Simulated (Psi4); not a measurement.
**triplet CH8Si2: levels of theory compared**

We compute a comparison of 4 runs (UHF/3-21G, UB3LYP/6-31G*, U-wB97X-V/def2-SVP) of triplet CH8Si2. 

Program for the calculation: Psi4 1.11.

4 further runs of the same task are left out: 3 that didn't finish, 1 set aside as unsound or not needed.

## Step 1: The molecule

CH8Si2 has 11 atoms, charge 0, and is taken as a triplet. As SMILES of the parent species, `[SiH3]C[SiH3]`. The coordinates come from a PBE0-D4/def2-TZVP relaxation. That shape belongs to the parent species and isn't relaxed for this state.

Bond lengths: Si1–C2 1.872 Å, C2–Si3 1.872 Å, Si1–H4 1.488 Å, Si1–H5 1.487 Å, Si1–H6 1.487 Å, C2–H7 1.095 Å, C2–H8 1.095 Å, Si3–H9 1.487 Å, Si3–H10 1.487 Å, Si3–H11 1.488 Å. Some angles: Si1–C2–Si3 114.4°, Si1–C2–H7 108.8°, Si1–C2–H8 108.8°, Si3–C2–H7 108.8°, Si3–C2–H8 108.8°, C2–Si1–H4 111.1°, C2–Si1–H5 110.2°, C2–Si1–H6 110.2°, C2–Si3–H9 110.2°, C2–Si3–H10 110.2°.

## Step 2: Energy and forces at UHF/3-21G (run 1)

Input file ch8si2.py:

```python
import psi4

psi4.set_memory(2200000000)
psi4.set_num_threads(1)
psi4.core.set_output_file('run.log', False)

m = psi4.geometry("""
0 3
Si    -1.158980     1.034720    -0.344660
C     -0.286340    -0.621440    -0.365590
Si     1.335180    -0.652340     0.569590
H     -2.435800     0.976800    -1.106490
H     -0.293510     2.078920    -0.955560
H     -1.463790     1.436810     1.054620
H     -0.954100    -1.377620     0.060730
H     -0.099440    -0.908830    -1.405770
H      1.110650    -0.304370     1.998260
H      2.282060     0.336720    -0.011600
H      1.964060    -1.999380     0.506460
units angstrom
symmetry c1
no_reorient
no_com
""")

psi4.set_options({
    'reference': 'uhf',
    'puream': True,
    'e_convergence': 1e-09,
    'd_convergence': 1e-08,
    'scf_type': 'pk',
    'maxiter': 100,
})

result, w = psi4.gradient("scf/3-21G", molecule=m, return_wfn=True)
psi4.oeprop(w, "QUADRUPOLE", "WIBERG_LOWDIN_INDICES", "DIPOLE")
print('gradient / Eh bohr^-1')
print(result.np.round(6))
print(f'energy = {w.energy():.10f} Eh')
```

Launch:

```console
$ python ch8si2.py
```

run.log:

```text
[...]
  Running in c1 symmetry.
[...]
  Nuclear repulsion =  151.529950661497395
[...]
  Multiplicity = 3
[...]
  Nalpha       = 22
  Nbeta        = 20
[...]
    Number of basis functions: 51
[...]
   @UHF iter   1:  -616.64294233680300   -3.64066e-01   5.90150e-03 DIIS/ADIIS
[...]
   @UHF iter  22:  -616.75674852957013    1.00499e-10   6.29243e-09 DIIS
[...]
   @S^2 Observed:                2.015315148E+00
[...]
  @UHF Final Energy:  -616.75674852957013
   => Energetics <=
    Nuclear Repulsion Energy =            151.5299506614973950
    One-Electron Energy =               -1153.6439897663124157
    Two-Electron Energy =                 385.3572905752449742
    Total Energy =                       -616.7567485295700180
  UHF NO Occupations:
  HONO-2 :   20  A 1.9975092
  HONO-1 :   21  A 1.0000000
[...]
  -Total Gradient:
     Atom            X                  Y                   Z
    ------   -----------------  -----------------  -----------------
       1        0.035800932701    -0.102052484052    -0.011757595672
       2        0.044111057290     0.095819146888     0.056351447696
       3       -0.090455578364    -0.016639776343    -0.058034708458
       4       -0.001186200134     0.009392997736     0.002309532191
       5       -0.004067278223     0.006094735643     0.000478830122
       6       -0.003336930879     0.006491337272    -0.000771816957
       7       -0.001154007491    -0.001300615300     0.000762457416
       8        0.000343379494    -0.000483310637    -0.001815244820
       9        0.006722623742    -0.000314706985     0.002919394964
      10        0.005999969095    -0.000713607067     0.004166541098
      11        0.007222032781     0.003706282842     0.005391162420
[...]
```

The script printed:

```text
gradient / Eh bohr^-1
[[ 0.035801 -0.102052 -0.011758]
 [ 0.044111  0.095819  0.056351]
 [-0.090456 -0.01664  -0.058035]
 [-0.001186  0.009393  0.00231 ]
 [-0.004067  0.006095  0.000479]
 [-0.003337  0.006491 -0.000772]
 [-0.001154 -0.001301  0.000762]
 [ 0.000343 -0.000483 -0.001815]
 [ 0.006723 -0.000315  0.002919]
 [ 0.006    -0.000714  0.004167]
 [ 0.007222  0.003706  0.005391]]
energy = -616.7567485296 Eh
```

Wall time 11 s (1 thread of Intel Xeon at 2.50GHz (Skylake/Cascade Lake), shared host); peak memory 0.19 GiB.

## Step 3: Energy and forces at UB3LYP/6-31G(d) (spherical functions) (run 2)

Input file run.py:

```python
import psi4

psi4.set_memory('2200 MB')
psi4.set_num_threads(1)
psi4.set_output_file('ch8si2.out', False)

geom = psi4.geometry("""
0 3
Si    -2.19015478     1.95533742    -0.65131301
C     -0.54110418    -1.17435140    -0.69086497
Si     2.52312453    -1.23274394     1.07636910
H     -4.60299489     1.84588448    -2.09096306
H     -0.55465351     3.92858944    -1.80574670
H     -2.76616220     2.71517739     1.99294297
H     -1.80298770    -2.60332450     0.11476307
H     -0.18791437    -1.71743979    -2.65652029
H      2.09882432    -0.57517594     3.77616413
H      4.31246840     0.63630858    -0.02192082
H      3.71153549    -3.77828062     0.95707069
units bohr
symmetry c1
""")

options = {'reference': 'uks', 'puream': True, 'e_convergence': 1e-09, 'd_convergence': 1e-08, 'scf_type': 'pk', 'dft_radial_points': 99, 'dft_spherical_points': 590, 'maxiter': 100}
psi4.set_options(options)

result, w = psi4.gradient("b3lyp/6-31G*", return_wfn=True)
psi4.oeprop(w, "DIPOLE", "MAYER_INDICES", "LOWDIN_CHARGES")
print('gradient / Eh bohr^-1')
print(result.np.round(6))
print(f'energy = {w.energy():.10f} Eh')
```

Launch:

```console
$ python run.py
```

ch8si2.out:

```text
[...]
  Running in c1 symmetry.
[...]
  Nuclear repulsion =  151.529950718332515
[...]
  Multiplicity = 3
[...]
  Nalpha       = 22
  Nbeta        = 20
[...]
    Number of basis functions: 66
[...]
   @UKS iter   1:  -621.29031891409522    1.81799e-02   1.08933e-02 ADIIS/DIIS
[...]
   @UKS iter  16:  -621.61889507763317   -1.47793e-12   6.27505e-09 DIIS
[...]
   @S^2 Observed:                2.005665505E+00
[...]
  @UKS Final Energy:  -621.61889507763317
   => Energetics <=
    Nuclear Repulsion Energy =            151.5299507183325147
    One-Electron Energy =               -1158.4259345834718715
    Two-Electron Energy =                 425.7645751164221792
    DFT Exchange-Correlation Energy =     -40.4874863289160132
    Empirical Dispersion Energy =           0.0000000000000000
    VV10 Nonlocal Energy =                  0.0000000000000000
    Total Energy =                       -621.6188950776331694
[...]
  -Total Gradient:
     Atom            X                  Y                   Z
    ------   -----------------  -----------------  -----------------
       1        0.008801451320    -0.070031029769    -0.017251685167
       2        0.026955803130     0.058498491275     0.034428811541
       3       -0.053829881614    -0.027670690371    -0.040210919239
       4        0.004123179470     0.010048688300     0.005606082969
       5       -0.001671431224     0.005350177417     0.001318403182
       6       -0.001193255973     0.005602193862     0.000511424390
       7        0.003665502700     0.004212555257    -0.002231340379
       8       -0.000951553745     0.001677640506     0.005687615761
       9        0.004831001507     0.001528006600     0.002722593047
      10        0.004370467524     0.001265322563     0.003532360764
      11        0.004901279312     0.009524189933     0.005889897063
[...]
```

Standard output:

```text
gradient / Eh bohr^-1
[[ 0.008801 -0.070031 -0.017252]
 [ 0.026956  0.058498  0.034429]
 [-0.05383  -0.027671 -0.040211]
 [ 0.004123  0.010049  0.005606]
 [-0.001671  0.00535   0.001318]
 [-0.001193  0.005602  0.000511]
 [ 0.003666  0.004213 -0.002231]
 [-0.000952  0.001678  0.005688]
 [ 0.004831  0.001528  0.002723]
 [ 0.00437   0.001265  0.003532]
 [ 0.004901  0.009524  0.00589 ]]
energy = -621.6188950776 Eh
```

Wall time 1.9 min (1 thread of Intel Xeon at 2.50GHz (Skylake/Cascade Lake), shared host); peak memory 1.3 GiB.

## Step 4: Energy and forces at UB3LYP/6-31G(d) (Cartesian functions) (run 3)

Input file job.json:

```json
{
  "schema_name": "qcschema_input",
  "schema_version": 1,
  "molecule": {
    "schema_name": "qcschema_molecule",
    "schema_version": 2,
    "symbols": ["Si", "C", "Si", "H", "H", "H", "H", "H", "H", "H", "H"],
    "geometry": [-2.19015478, 1.95533742, -0.65131301, -0.54110418, -1.1743514, -0.69086497, 2.52312453, -1.23274394, 1.0763691, -4.60299489, 1.84588448, -2.09096306, -0.55465351, 3.92858944, -1.8057467, -2.7661622, 2.71517739, 1.99294297, -1.8029877, -2.6033245, 0.11476307, -0.18791437, -1.71743979, -2.65652029, 2.09882432, -0.57517594, 3.77616413, 4.3124684, 0.63630858, -0.02192082, 3.71153549, -3.77828062, 0.95707069],
    "molecular_charge": 0,
    "molecular_multiplicity": 3,
    "fix_symmetry": "c1"
  },
  "driver": "gradient",
  "model": {
    "method": "b3lyp",
    "basis": "6-31G*"
  },
  "keywords": {
    "reference": "uks",
    "puream": false,
    "e_convergence": 1e-09,
    "d_convergence": 1e-08,
    "scf_type": "pk",
    "dft_radial_points": 99,
    "dft_spherical_points": 590,
    "maxiter": 100,
    "scf_properties": ["DIPOLE", "WIBERG_LOWDIN_INDICES", "MULLIKEN_CHARGES"]
  }
}
```

Launch:

```console
$ psi4 --qcschema job.json -n 1 --memory 2200MB
```

stdout:

```text
[...]
  Running in c1 symmetry.
[...]
  Nuclear repulsion =  151.529950718332515
[...]
  Multiplicity = 3
[...]
  Nalpha       = 22
  Nbeta        = 20
[...]
    Number of basis functions: 69
[...]
   @UKS iter   1:  -621.29370040024708    1.85672e-02   1.05993e-02 ADIIS/DIIS
[...]
   @UKS iter  16:  -621.62332523236159   -1.70530e-12   6.65011e-09 DIIS
[...]
   @S^2 Observed:                2.005685166E+00
[...]
  @UKS Final Energy:  -621.62332523236159
   => Energetics <=
    Nuclear Repulsion Energy =            151.5299507183325147
    One-Electron Energy =               -1158.3150219257968274
    Two-Electron Energy =                 425.6211066299920844
    DFT Exchange-Correlation Energy =     -40.4593606548893447
    Empirical Dispersion Energy =           0.0000000000000000
    VV10 Nonlocal Energy =                  0.0000000000000000
    Total Energy =                       -621.6233252323614806
[...]
  -Total Gradient:
     Atom            X                  Y                   Z
    ------   -----------------  -----------------  -----------------
       1        0.008676893757    -0.069888975461    -0.017278860511
       2        0.026888127740     0.058351531288     0.034342370165
       3       -0.053664757417    -0.027724591795    -0.040131892926
       4        0.004071883366     0.010088369271     0.005588899708
       5       -0.001643236138     0.005349603439     0.001305021563
       6       -0.001188971849     0.005588471644     0.000539160636
       7        0.003686573084     0.004238868349    -0.002240282460
       8       -0.000954431261     0.001690800333     0.005719732715
       9        0.004805475950     0.001534452916     0.002739398631
      10        0.004368915690     0.001284865986     0.003508072341
      11        0.004956070219     0.009492107757     0.005911599417
[...]
```

It took 87 s on 1 thread of Intel Xeon at 2.50GHz (Skylake/Cascade Lake), shared host; peak memory 1.4 GiB.

## Step 5: The energy at U-wB97X-V/def2-SVP (run 4)

Input file job.py:

```python
import psi4

psi4.set_memory('2200 MB')
psi4.set_num_threads(1)
psi4.core.set_output_file('ch8si2.out', False)

molecule = psi4.geometry("""
0 3
Si    -2.19015478     1.95533742    -0.65131301
C     -0.54110418    -1.17435140    -0.69086497
Si     2.52312453    -1.23274394     1.07636910
H     -4.60299489     1.84588448    -2.09096306
H     -0.55465351     3.92858944    -1.80574670
H     -2.76616220     2.71517739     1.99294297
H     -1.80298770    -2.60332450     0.11476307
H     -0.18791437    -1.71743979    -2.65652029
H      2.09882432    -0.57517594     3.77616413
H      4.31246840     0.63630858    -0.02192082
H      3.71153549    -3.77828062     0.95707069
units bohr
symmetry c1
""")

psi4.set_options({
    'basis': 'def2-SVP',
    'reference': 'uks',
    'puream': True,
    'e_convergence': 1e-09,
    'd_convergence': 1e-08,
    'scf_type': 'pk',
    'dft_radial_points': 99,
    'dft_spherical_points': 590,
    'maxiter': 100,
})

e, wfn = psi4.energy("wb97x-v", return_wfn=True)
print(f'total energy {e:.8f} hartree = {e * 27.211386:.5f} eV')
```

Launch:

```console
$ python job.py
```

ch8si2.out:

```text
[...]
  Running in c1 symmetry.
[...]
  Nuclear repulsion =  151.529950718332515
[...]
  Multiplicity = 3
[...]
  Nalpha       = 22
  Nbeta        = 20
[...]
    Number of basis functions: 90
[...]
   @UKS iter   1:  -621.09808650079390   -1.51610e-01   5.40740e-03 DIIS/ADIIS
[...]
   @UKS iter  20:  -621.26881734503979   -3.31966e-11   6.84316e-09 DIIS
[...]
   @S^2 Observed:                2.008080821E+00
[...]
  @UKS Final Energy:  -621.26881734503979
   => Energetics <=
    Nuclear Repulsion Energy =            151.5299507183325147
    One-Electron Energy =               -1157.7715140861891996
    Two-Electron Energy =                 421.3755740508630083
    DFT Exchange-Correlation Energy =     -36.5716939241930419
    Empirical Dispersion Energy =           0.0000000000000000
    VV10 Nonlocal Energy =                  0.1688658961468429
    Total Energy =                       -621.2688173450397926
[...]
 Multipole Moments:
 ------------------------------------------------------------------------------------
     Multipole            Electronic (a.u.)      Nuclear  (a.u.)        Total (a.u.)
 ------------------------------------------------------------------------------------
 L = 1.  Multiply by 2.5417464519 to convert [e a0] to [Debye]
 Dipole X            :         -0.1661874           -0.0521295           -0.2183169
 Dipole Y            :         -0.3603239           -0.1130379           -0.4733617
 Dipole Z            :         -0.2119913           -0.0664232           -0.2784146
 Magnitude           :                                                    0.5909723
[...]
```

Standard output:

```text
total energy -621.26881735 hartree = -16905.58560 eV
```

Run time: 14 min. Hardware: 1 thread of Intel Xeon at 2.50GHz (Skylake/Cascade Lake), shared host; peak memory 1.1 GiB.

## Step 6: The series

```tsv
run	level	integration grid	Cartesian functions	energy (Eh)	dipole moment (D)	HOMO energy (eV)	⟨S²⟩	wall time
1	UHF/3-21G	–	no	-616.756749	2.11	-2.10	2.015	11 s
2	UB3LYP/6-31G* (spherical functions)	99 radial × 590 angular	no	-621.618895	2.00	-1.27	2.006	1.9 min
3	UB3LYP/6-31G* (Cartesian functions)	99 radial × 590 angular	yes	-621.623325	1.99	-1.27	2.006	87 s
4	U-wB97X-V/def2-SVP	99 radial × 590 angular	no	-621.268817	1.50	-2.65	2.008	14 min
```

## Step 7: What came out

```
                                 quantity          value
                      run 4: total energy  -621.26882 Eh
                     run 4: dipole moment         1.50 D
run 4: HOMO energy (highest over α and β)       -2.65 eV
                              run 4: ⟨S²⟩          2.008
```

What this shows: The dipole moment (its size) runs from 1.50 D (U-wB97X-V/def2-SVP) to 2.11 D (UHF/3-21G). The two ends differ in method and basis. Totals of different functionals can't be ranked against each other. All runs together took 18 min, the longest 14 min.
